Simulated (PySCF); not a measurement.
PySCF input (B3PW91/6-31G* (5d)):

```python
from pyscf import gto, dft

mol = gto.M(
    atom='''
    C    -0.01423719   -0.06952151   -1.23419539
    Si    0.00834037    0.17010305    0.73186645
    H    -0.01728263   -1.11287275   -1.56859470
    H    -0.89893486    0.41944684   -1.65979309
    H     0.85959133    0.42084071   -1.68015728
    H    -1.11421076   -0.84675739    1.04684283
    H     1.13949487   -0.84497103    1.02074434
    ''',
    basis='6-31g*',
    charge=-1,
    spin=0,
    verbose=4,
)

mf = dft.RKS(mol, xc='b3pw91')
mf.grids.level = 3
mf.conv_tol = 1e-9
mf.max_cycle = 100
mf.max_memory = 1500
mf.kernel()
if not mf.converged:
    mf = mf.newton()
    mf.kernel(mf.make_rdm1())
mf.dip_moment()
```

Output:

```
PySCF version 2.14.0

[INPUT] verbose = 4
[INPUT] num. atoms = 7
[INPUT] num. electrons = 26
[INPUT] charge = -1
[INPUT] spin (= nelec alpha-beta = 2S) = 0
[INPUT] symmetry False subgroup None
[INPUT] Mole.unit = angstrom
[INPUT] Symbol           X                Y                Z      unit          X                Y                Z       unit  Magmom
[INPUT]  1 C     -0.014237190000  -0.069521510000  -1.234195390000 AA   -0.026904389883  -0.131376613666  -2.332291271301 Bohr   0.0
[INPUT]  2 Si     0.008340370000   0.170103050000   0.731866450000 AA    0.015761015078   0.321448177453   1.383027150258 Bohr   0.0
[INPUT]  3 H     -0.017282630000  -1.112872750000  -1.568594700000 AA   -0.032659437412  -2.103024708992  -2.964214383444 Bohr   0.0
[INPUT]  4 H     -0.898934860000   0.419446840000  -1.659793090000 AA   -1.698740689224   0.792639651414  -3.136554363546 Bohr   0.0
[INPUT]  5 H      0.859591330000   0.420840710000  -1.680157280000 AA    1.624392192751   0.795273683968  -3.175037105394 Bohr   0.0
[INPUT]  6 H     -1.114210760000  -0.846757390000   1.046842830000 AA   -2.105553181443  -1.600139561052   1.978246244165 Bohr   0.0
[INPUT]  7 H      1.139494870000  -0.844971030000   1.020744340000 AA    2.153333224647  -1.596763829892   1.928927245800 Bohr   0.0

nuclear repulsion = 53.8343031119158
number of shells = 24
number of NR pGTOs = 98
number of NR cGTOs = 42
basis = 6-31g*
ecp = {}

******** <class 'pyscf.dft.rks.RKS'> ********
method = RKS
initial guess = minao
damping factor = 0
level_shift factor = 0
DIIS = <class 'pyscf.scf.diis.CDIIS'>
diis_start_cycle = 1
diis_space = 8
diis_damp = 0
SCF conv_tol = 1e-09
SCF conv_tol_grad = None
SCF max_cycles = 100
direct_scf = True
direct_scf_tol = 1e-13
XC library pyscf.dft.libxc version 7.1.2
    S. Lehtola, C. Steigemann, M. J. T. Oliveira, and M. A. L. Marques,  SoftwareX 7, 1–5 (2018)
XC functionals = b3pw91
    A. D. Becke,  J. Chem. Phys. 98, 5648 (1993)
radial grids:
    Treutler-Ahlrichs [JCP 102, 346 (1995); DOI:10.1063/1.469408] (M4) radial grids

becke partition: Becke, JCP 88, 2547 (1988); DOI:10.1063/1.454033
pruning grids: <function nwchem_prune>
grids dens level: 3
symmetrized grids: False
atomic radii adjust function: <function treutler_atomic_radii_adjust>
small_rho_cutoff = 0
Set gradient conv threshold to 3.16228e-05
Initial guess from minao.
tot grids = 82344
init E= -330.240320825073
  HOMO = -0.208416909212502  LUMO = -0.00974130075044366  gap/eV = 5.40624
cycle= 1 E= -330.460864386224  delta_E= -0.221  |g|= 0.414  |ddm|= 2.06
  HOMO = 0.0935452802029579  LUMO = 0.287614388871161  gap/eV = 5.28089
cycle= 2 E= -330.447975008324  delta_E= 0.0129  |g|= 0.491  |ddm|= 1.19
  HOMO = 0.0500290787015434  LUMO = 0.247572308881451  gap/eV = 5.37543
cycle= 3 E= -330.519513658358  delta_E= -0.0715  |g|= 0.046  |ddm|= 0.567
  HOMO = 0.0376182937301413  LUMO = 0.241825405532647  gap/eV = 5.55676
cycle= 4 E= -330.520335889719  delta_E= -0.000822  |g|= 0.0104  |ddm|= 0.0998
  HOMO = 0.0386979688172935  LUMO = 0.242280444504289  gap/eV = 5.53976
cycle= 5 E= -330.520374709502  delta_E= -3.88e-05  |g|= 0.00165  |ddm|= 0.0176
  HOMO = 0.0384529169838648  LUMO = 0.242150337884177  gap/eV = 5.54289
cycle= 6 E= -330.520375864398  delta_E= -1.15e-06  |g|= 0.000372  |ddm|= 0.0038
  HOMO = 0.0384998240818608  LUMO = 0.242163836897678  gap/eV = 5.54198
cycle= 7 E= -330.520375926394  delta_E= -6.2e-08  |g|= 4.8e-05  |ddm|= 0.000795
  HOMO = 0.0384955259005944  LUMO = 0.242161464789789  gap/eV = 5.54203
cycle= 8 E= -330.520375927127  delta_E= -7.33e-10  |g|= 6.3e-06  |ddm|= 8.27e-05
  HOMO = 0.0384949720293832  LUMO = 0.242161216700378  gap/eV = 5.54204
Extra cycle  E= -330.520375927138  delta_E= -1.11e-11  |g|= 3.74e-06  |ddm|= 1.7e-05
converged SCF energy = -330.520375927138

WARN: System has nonzero charge -1; the dipole moment is origin-dependent.
Location of origin: [0. 0. 0.]

Dipole moment(X, Y, Z, Debye): -0.03905, -0.95127, -3.43732
```

The dipole moment of an ion depends on the origin.
